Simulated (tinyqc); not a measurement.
Worked calculation (part 1 of 2): UHF in the sto-3g basis, for OH+, spin multiplicity 3. Computed by tinyqc, a small Python program that keeps every step (integrals from PySCF). Settings: charge = 1, multiplicity = 3, basis = sto-3g, energy threshold = 1e-08, iteration cap = 55, orthogonalisation = symmetric, start = atomic densities, DIIS depth = 6, method = UHF. Command: `OMP_NUM_THREADS=1 python tinyqc.py 30150 30151 out.jsonl` (the two numbers bound the seeds that draw the settings). One thread of a shared host (Intel(R) Xeon(R) Processor @ 2.60GHz), about 0.1 s of CPU time with the checks. Later iterations appear only in the table of the cycle.

## One-electron integrals

Geometry (angstrom):
```
atom         x         y         z
O     0.000000  0.000000  0.000000
H     0.000000  0.000000  1.020000
```

Basis sto-3g: exponents (1/bohr^2) and contraction coefficients of normalised primitives:
```
element  l (shell)    exponent  coefficient
O            s (1)  130.709320     0.154329
O            s (1)   23.808861     0.535328
O            s (1)    6.443608     0.444635
O            s (2)    5.033151    -0.099967
O            s (2)    1.169596     0.399513
O            s (2)    0.380389     0.700115
O            p (3)    5.033151     0.155916
O            p (3)    1.169596     0.607684
O            p (3)    0.380389     0.391957
H            s (1)    3.425251     0.154329
H            s (1)    0.623914     0.535328
H            s (1)    0.168855     0.444635
```

Overlap, kinetic and nuclear-attraction integrals over the contracted functions; the nuclear repulsion is the sum of Za Zb / Rab.

nuclear repulsion = 4.15040950 hartree

overlap S, lower triangle:
```
           1O 1s     1O 2s    1O 2px    1O 2py    1O 2pz     2H 1s
1O 1s   1.000000
1O 2s   0.236704  1.000000
1O 2px  0.000000  0.000000  1.000000
1O 2py  0.000000  0.000000  0.000000  1.000000
1O 2pz  0.000000  0.000000  0.000000  0.000000  1.000000
2H 1s   0.046481  0.434527  0.000000  0.000000  0.370864  1.000000
```

kinetic energy T (hartree), lower triangle:
```
            1O 1s     1O 2s    1O 2px    1O 2py    1O 2pz     2H 1s
1O 1s   29.003200
1O 2s   -0.168011  0.808128
1O 2px   0.000000  0.000000  2.528731
1O 2py   0.000000  0.000000  0.000000  2.528731
1O 2pz   0.000000  0.000000  0.000000  0.000000  2.528731
2H 1s   -0.006076  0.100532  0.000000  0.000000  0.238251  0.760032
```

nuclear attraction V (hartree), lower triangle:
```
             1O 1s      1O 2s     1O 2px     1O 2py     1O 2pz      2H 1s
1O 1s   -61.137256
1O 2s    -7.305882  -9.566127
1O 2px    0.000000   0.000000  -9.457231
1O 2py    0.000000   0.000000   0.000000  -9.457231
1O 2pz   -0.013671  -0.164074   0.000000   0.000000  -9.565258
2H 1s    -1.473892  -3.264669   0.000000   0.000000  -2.512513  -5.259115
```

core Hamiltonian H = T + V (hartree), lower triangle:
```
             1O 1s      1O 2s     1O 2px     1O 2py     1O 2pz      2H 1s
1O 1s   -32.134056
1O 2s    -7.473893  -8.757999
1O 2px    0.000000   0.000000  -6.928500
1O 2py    0.000000   0.000000   0.000000  -6.928500
1O 2pz   -0.013671  -0.164074   0.000000   0.000000  -7.036527
2H 1s    -1.479968  -3.164138   0.000000   0.000000  -2.274262  -4.499083
```

## Two-electron integrals

Functions are numbered as in S; the eight-fold symmetry (ij|kl) = (ji|kl) = (kl|ij) leaves the list below.

Two-electron integrals (ij|kl) in chemists' order, unique and non-zero (hartree):
```
(11|11) 4.785065   (21|11) 0.741380   (21|21) 0.136873   (22|11) 1.118947
(22|21) 0.256633   (22|22) 0.817206   (31|31) 0.024477   (32|31) 0.037809
(32|32) 0.180518   (33|11) 1.115814   (33|21) 0.256684   (33|22) 0.817023
(33|33) 0.880159   (41|41) 0.024477   (42|41) 0.037809   (42|42) 0.180518
(43|43) 0.047444   (44|11) 1.115814   (44|21) 0.256684   (44|22) 0.817023
(44|33) 0.785270   (44|44) 0.880159   (51|51) 0.024477   (52|51) 0.037809
(52|52) 0.180518   (53|53) 0.047444   (54|54) 0.047444   (55|11) 1.115814
(55|21) 0.256684   (55|22) 0.817023   (55|33) 0.785270   (55|44) 0.785270
(55|55) 0.880159   (61|11) 0.147668   (61|21) 0.027035   (61|22) 0.050373
(61|33) 0.050276   (61|44) 0.050276   (61|51) 0.001248   (61|52) 0.002338
(61|55) 0.050575   (61|61) 0.005410   (62|11) 0.361711   (62|21) 0.084010
(62|22) 0.296486   (62|33) 0.291429   (62|44) 0.291429   (62|51) 0.006310
(62|52) 0.048346   (62|55) 0.306318   (62|61) 0.016921   (62|62) 0.133532
(63|31) 0.008760   (63|32) 0.051107   (63|53) 0.010027   (63|63) 0.018960
(64|41) 0.008760   (64|42) 0.051107   (64|54) 0.010027   (64|64) 0.018960
(65|11) 0.261548   (65|21) 0.061528   (65|22) 0.231858   (65|33) 0.221354
(65|44) 0.221354   (65|51) 0.012808   (65|52) 0.086874   (65|55) 0.252607
(65|61) 0.012937   (65|62) 0.126846   (65|65) 0.138063   (66|11) 0.503510
(66|21) 0.118845   (66|22) 0.481207   (66|33) 0.461791   (66|44) 0.461791
(66|51) 0.011497   (66|52) 0.121654   (66|55) 0.519435   (66|61) 0.024147
(66|62) 0.273613   (66|65) 0.296691   (66|66) 0.774606
```

## Orthogonalisation

S = U s U^T; symmetric (Loewdin) form X = U s^(-1/2) U^T, so that X^T S X = 1.

eigenvalues of S: 0.411767  0.839516  1.000000  1.000000  1.132465  1.616252

X, lower triangle:
```
            1O 1s      1O 2s    1O 2px    1O 2py     1O 2pz     2H 1s
1O 1s    1.023027
1O 2s   -0.132328   1.120367
1O 2px   0.000000   0.000000  1.000000
1O 2py   0.000000   0.000000  0.000000  1.000000
1O 2pz  -0.008016   0.082222  0.000000  0.000000   1.068671
2H 1s    0.022736  -0.283162  0.000000  0.000000  -0.237309  1.164003
```

## Starting guess

The start is atomic minimal-basis densities projected into this basis (PySCF's MINAO start) and scaled to the electron count of each spin; this density is not idempotent, so its energy is not variational and may lie below the converged one.

D(alpha) at the start, lower triangle:
```
            1O 1s      1O 2s    1O 2px    1O 2py    1O 2pz     2H 1s
1O 1s    1.193650
1O 2s   -0.276738   1.175465
1O 2px   0.000000   0.000000  0.727949
1O 2py   0.000000   0.000000  0.000000  0.727949
1O 2pz   0.008234  -0.042186  0.000000  0.000000  0.670198
2H 1s   -0.010939   0.034018  0.000000  0.000000  0.068014  0.556805
```

D(beta) at the start, lower triangle:
```
            1O 1s      1O 2s    1O 2px    1O 2py    1O 2pz     2H 1s
1O 1s    0.716190
1O 2s   -0.166043   0.705279
1O 2px   0.000000   0.000000  0.436769
1O 2py   0.000000   0.000000  0.000000  0.436769
1O 2pz   0.004940  -0.025311  0.000000  0.000000  0.402119
2H 1s   -0.006563   0.020411  0.000000  0.000000  0.040809  0.334083
```

## Iteration 1: building the Fock matrix

J_ij = sum D_kl (ij|kl) with D = D(alpha) + D(beta), K_ij = sum D_kl (ik|jl) for each spin; F = H + J - K(s); E = tr D H + tr D J / 2 - 0.5 sum_s tr D(s) K(s) + E_nn.

Coulomb J (hartree), lower triangle:
```
            1O 1s     1O 2s    1O 2px    1O 2py    1O 2pz     2H 1s
1O 1s   14.922050
1O 2s    2.778013  6.735685
1O 2px   0.000000  0.000000  6.711686
1O 2py   0.000000  0.000000  0.000000  6.711686
1O 2pz   0.009214  0.109096  0.000000  0.000000  6.762685
2H 1s    0.549866  2.460313  0.000000  0.000000  1.963932  4.161599
```

exchange K(alpha) (hartree), lower triangle:
```
           1O 1s     1O 2s    1O 2px    1O 2py    1O 2pz     2H 1s
1O 1s   5.516080
1O 2s   0.929792  1.464996
1O 2px  0.000000  0.000000  0.942736
1O 2py  0.000000  0.000000  0.000000  0.942736
1O 2pz  0.007778  0.066504  0.000000  0.000000  0.996306
2H 1s   0.202232  0.653602  0.000000  0.000000  0.441859  0.753447
```

exchange K(beta) (hartree), lower triangle:
```
           1O 1s     1O 2s    1O 2px    1O 2py    1O 2pz     2H 1s
1O 1s   3.309648
1O 2s   0.557875  0.878998
1O 2px  0.000000  0.000000  0.565641
1O 2py  0.000000  0.000000  0.000000  0.565641
1O 2pz  0.004667  0.039902  0.000000  0.000000  0.597783
2H 1s   0.121339  0.392161  0.000000  0.000000  0.265115  0.452068
```

F(alpha) (hartree), lower triangle:
```
             1O 1s      1O 2s     1O 2px     1O 2py     1O 2pz      2H 1s
1O 1s   -22.728086
1O 2s    -5.625672  -3.487309
1O 2px    0.000000   0.000000  -1.159549
1O 2py    0.000000   0.000000   0.000000  -1.159549
1O 2pz   -0.012234  -0.121481   0.000000   0.000000  -1.270148
2H 1s    -1.132334  -1.357427   0.000000   0.000000  -0.752189  -1.090931
```

F(beta) (hartree), lower triangle:
```
             1O 1s      1O 2s     1O 2px     1O 2py     1O 2pz      2H 1s
1O 1s   -20.521654
1O 2s    -5.253755  -2.901311
1O 2px    0.000000   0.000000  -0.782455
1O 2py    0.000000   0.000000   0.000000  -0.782455
1O 2pz   -0.009123  -0.094880   0.000000   0.000000  -0.871625
2H 1s    -1.051441  -1.095986   0.000000   0.000000  -0.575446  -0.789552
```

total energy of this density = -69.58674750 hartree

This density is the starting one; it is not idempotent, so its energy is not variational and may lie below the converged one.

## Iteration 1: diagonalisation and new density

Diagonalise F' = X^T F X, C = X C', fill 5 alpha and 3 beta electrons from the bottom; D(s) = C_occ C_occ^T. Each column has its largest component positive (the first on a tie).

F' = X^T F X (alpha) (hartree), lower triangle:
```
            1          2          3          4          5          6
1  -22.369686
2   -2.700533  -2.413988
3    0.000000   0.000000  -1.159549
4    0.000000   0.000000   0.000000  -1.159549
5   -0.023959   0.033605   0.000000   0.000000  -1.120596
6   -0.165212  -0.580213   0.000000   0.000000  -0.458169  -0.534319
```

orbital energies (alpha) (hartree): MO1 -22.731310, MO2 -2.245969, MO3 -1.315359, MO4 -1.159549, MO5 -1.159549, MO6 -0.145951

coefficients C (alpha):
```
              MO1        MO2        MO3        MO4       MO5        MO6
1O 1s    0.996769  -0.246776   0.057083   0.000000  0.000000   0.083480
1O 2s    0.013807   0.972998  -0.287686   0.000000  0.000000  -0.574453
1O 2px   0.000000   0.000000   0.000000   0.950411  0.310995   0.000000
1O 2py   0.000000   0.000000   0.000000  -0.310995  0.950411   0.000000
1O 2pz   0.001538   0.110253   0.858498   0.000000  0.000000  -0.675294
2H 1s   -0.002492   0.094037   0.276369   0.000000  0.000000   1.186038
```

F' = X^T F X (beta) (hartree), lower triangle:
```
            1          2          3          4          5          6
1  -20.148594
2   -2.662271  -1.886429
3    0.000000   0.000000  -0.782455
4    0.000000   0.000000   0.000000  -0.782455
5   -0.028493   0.039591   0.000000   0.000000  -0.739794
6   -0.140103  -0.486325   0.000000   0.000000  -0.392269  -0.322362
```

orbital energies (beta) (hartree): MO1 -20.530953, MO2 -1.673654, MO3 -0.923953, MO4 -0.782455, MO5 -0.782455, MO6 0.031382

coefficients C (beta):
```
              MO1        MO2        MO3        MO4       MO5        MO6
1O 1s    0.994146  -0.253723   0.063755   0.000000  0.000000   0.088934
1O 2s    0.024863   0.961016  -0.312307   0.000000  0.000000  -0.581352
1O 2px   0.000000   0.000000   0.000000   0.815363  0.578950   0.000000
1O 2py   0.000000   0.000000   0.000000  -0.578950  0.815363   0.000000
1O 2pz   0.002703   0.104254   0.836116   0.000000  0.000000  -0.703727
2H 1s   -0.005927   0.116059   0.312745   0.000000  0.000000   1.174990
```

D(alpha) after iteration 1, lower triangle:
```
            1O 1s      1O 2s    1O 2px    1O 2py    1O 2pz     2H 1s
1O 1s    1.057706
1O 2s   -0.242772   1.029679
1O 2px   0.000000   0.000000  1.000000
1O 2py   0.000000   0.000000  0.000000  1.000000
1O 2pz   0.023331  -0.139680  0.000000  0.000000  0.749176
2H 1s   -0.009914   0.011956  0.000000  0.000000  0.247627  0.085229
```

D(beta) after iteration 1, lower triangle:
```
            1O 1s      1O 2s    1O 2px    1O 2py    1O 2pz     2H 1s
1O 1s    1.056766
1O 2s   -0.239026   1.021705
1O 2px   0.000000   0.000000  0.000000
1O 2py   0.000000   0.000000  0.000000  0.000000
1O 2pz   0.029543  -0.160869  0.000000  0.000000  0.709966
2H 1s   -0.015400   0.013715  0.000000  0.000000  0.273575  0.111314
```

Within a degenerate level the vectors are fixed only up to a rotation; this is one choice.

## Iteration 2: building the Fock matrix

As before.

Coulomb J (hartree), lower triangle:
```
            1O 1s     1O 2s    1O 2px    1O 2py    1O 2pz     2H 1s
1O 1s   15.941339
1O 2s    2.940537  6.970231
1O 2px   0.000000  0.000000  6.933213
1O 2py   0.000000  0.000000  0.000000  6.933213
1O 2pz  -0.004267  0.012321  0.000000  0.000000  7.021438
2H 1s    0.581426  2.485509  0.000000  0.000000  1.937897  4.021223
```

exchange K(alpha) (hartree), lower triangle:
```
           1O 1s      1O 2s    1O 2px    1O 2py    1O 2pz     2H 1s
1O 1s   4.908246
1O 2s   0.848813   1.398649
1O 2px  0.000000   0.000000  1.164186
1O 2py  0.000000   0.000000  0.000000  1.164186
1O 2pz  0.000425  -0.021613  0.000000  0.000000  1.086386
2H 1s   0.176774   0.521764  0.000000  0.000000  0.395689  0.460542
```

exchange K(beta) (hartree), lower triangle:
```
           1O 1s      1O 2s    1O 2px    1O 2py    1O 2pz     2H 1s
1O 1s   4.856977
1O 2s   0.772444   1.031926
1O 2px  0.000000   0.000000  0.234642
1O 2py  0.000000   0.000000  0.000000  0.234642
1O 2pz  0.001922  -0.027288  0.000000  0.000000  0.972683
2H 1s   0.158305   0.422639  0.000000  0.000000  0.382542  0.447352
```

F(alpha) (hartree), lower triangle:
```
             1O 1s      1O 2s     1O 2px     1O 2py     1O 2pz      2H 1s
1O 1s   -21.100964
1O 2s    -5.382168  -3.186417
1O 2px    0.000000   0.000000  -1.159472
1O 2py    0.000000   0.000000   0.000000  -1.159472
1O 2pz   -0.018363  -0.130140   0.000000   0.000000  -1.101475
2H 1s    -1.075316  -1.200392   0.000000   0.000000  -0.732053  -0.938402
```

F(beta) (hartree), lower triangle:
```
             1O 1s      1O 2s     1O 2px     1O 2py     1O 2pz      2H 1s
1O 1s   -21.049694
1O 2s    -5.305800  -2.819694
1O 2px    0.000000   0.000000  -0.229928
1O 2py    0.000000   0.000000   0.000000  -0.229928
1O 2pz   -0.019859  -0.124466   0.000000   0.000000  -0.987772
2H 1s    -1.056847  -1.101268   0.000000   0.000000  -0.718907  -0.925212
```

total energy of this density = -74.03493915 hartree

## Iteration 2: DIIS over 2 matrices

error matrix X^T (FDS - SDF) X (alpha):
```
           1          2         3         4          5          6
1   0.000000   0.017384  0.000000  0.000000   0.025116  -0.055235
2  -0.017384   0.000000  0.000000  0.000000   0.030184  -0.031939
3   0.000000   0.000000  0.000000  0.000000   0.000000   0.000000
4   0.000000   0.000000  0.000000  0.000000   0.000000   0.000000
5  -0.025116  -0.030184  0.000000  0.000000   0.000000   0.049762
6   0.055235   0.031939  0.000000  0.000000  -0.049762   0.000000
```

B (overlaps of the stored error matrices):
```
               1              2
1  1.4349617e+00  3.7568824e-02
2  3.7568824e-02  3.0175310e-02
```

Minimise |sum c_i e_i|^2 with sum c_i = 1: solve [B -1; -1 0][c; lambda] = [0; -1] with B_ij = tr e_i^T e_j summed over both spins, and take F = sum c_i F_i.

DIIS coefficients: -0.005319  1.005319

extrapolated F(alpha) (hartree), lower triangle:
```
             1O 1s      1O 2s     1O 2px     1O 2py     1O 2pz      2H 1s
1O 1s   -21.092309
1O 2s    -5.380873  -3.184816
1O 2px    0.000000   0.000000  -1.159472
1O 2py    0.000000   0.000000   0.000000  -1.159472
1O 2pz   -0.018396  -0.130186   0.000000   0.000000  -1.100578
2H 1s    -1.075012  -1.199557   0.000000   0.000000  -0.731946  -0.937591
```

extrapolated F(beta) (hartree), lower triangle:
```
             1O 1s      1O 2s     1O 2px     1O 2py     1O 2pz      2H 1s
1O 1s   -21.052503
1O 2s    -5.306077  -2.819259
1O 2px    0.000000   0.000000  -0.226989
1O 2py    0.000000   0.000000   0.000000  -0.226989
1O 2pz   -0.019916  -0.124623   0.000000   0.000000  -0.988389
2H 1s    -1.056875  -1.101296   0.000000   0.000000  -0.719670  -0.925934
```

## Iteration 2: diagonalisation and new density

As before.

F' = X^T F X (alpha) (hartree), lower triangle:
```
            1          2          3          4          5          6
1  -20.716810
2   -2.690164  -2.163077
3    0.000000   0.000000  -1.159472
4    0.000000   0.000000   0.000000  -1.159472
5   -0.035737   0.023701   0.000000   0.000000  -0.934109
6   -0.139238  -0.504591   0.000000   0.000000  -0.496020  -0.408382
```

orbital energies (alpha) (hartree): MO1 -21.101169, MO2 -1.948726, MO3 -1.168442, MO4 -1.159472, MO5 -1.159472, MO6 -0.004040

coefficients C (alpha):
```
              MO1        MO2        MO3        MO4       MO5        MO6
1O 1s    0.994338  -0.253696   0.071160   0.000000  0.000000   0.080877
1O 2s    0.024132   0.968228  -0.347344   0.000000  0.000000  -0.548615
1O 2px   0.000000   0.000000   0.000000   0.889404  0.457122   0.000000
1O 2py   0.000000   0.000000   0.000000  -0.457122  0.889404   0.000000
1O 2pz   0.003207   0.144119   0.819092   0.000000  0.000000  -0.716594
2H 1s   -0.006020   0.092132   0.333198   0.000000  0.000000   1.171482
```

F' = X^T F X (beta) (hartree), lower triangle:
```
            1          2          3          4          5          6
1  -20.688701
2   -2.662172  -1.784509
3    0.000000   0.000000  -0.226989
4    0.000000   0.000000   0.000000  -0.226989
5   -0.037963   0.041732   0.000000   0.000000  -0.811940
6   -0.139770  -0.488553   0.000000   0.000000  -0.506029  -0.427734
```

orbital energies (beta) (hartree): MO1 -21.058558, MO2 -1.632021, MO3 -1.063142, MO4 -0.226989, MO5 -0.226989, MO6 0.040836

coefficients C (beta):
```
              MO1        MO2        MO3        MO4       MO5        MO6
1O 1s    0.995394  -0.234844   0.102443   0.000000  0.000000   0.090659
1O 2s    0.019805   0.886646  -0.478918   0.000000  0.000000  -0.586326
1O 2px   0.000000   0.000000   0.000000  -0.460300  0.887763   0.000000
1O 2py   0.000000   0.000000   0.000000   0.887763  0.460300   0.000000
1O 2pz   0.002906   0.199692   0.773436   0.000000  0.000000  -0.753067
2H 1s   -0.005082   0.198486   0.354837   0.000000  0.000000   1.151774
```

D(alpha) after iteration 2, lower triangle:
```
            1O 1s      1O 2s    1O 2px    1O 2py    1O 2pz     2H 1s
1O 1s    1.058134
1O 2s   -0.246358   1.058696
1O 2px   0.000000   0.000000  1.000000
1O 2py   0.000000   0.000000  0.000000  1.000000
1O 2pz   0.024913  -0.144890  0.000000  0.000000  0.691692
2H 1s   -0.005649  -0.026675  0.000000  0.000000  0.286179  0.119546
```

D(beta) after iteration 2, lower triangle:
```
            1O 1s      1O 2s    1O 2px    1O 2py    1O 2pz     2H 1s
1O 1s    1.056456
1O 2s   -0.237572   1.015896
1O 2px   0.000000   0.000000  0.000000
1O 2py   0.000000   0.000000  0.000000  0.000000
1O 2pz   0.035229  -0.193299  0.000000  0.000000  0.638088
2H 1s   -0.015321   0.005948  0.000000  0.000000  0.314065  0.165332
```

Within a degenerate level the vectors are fixed only up to a rotation; this is one choice.
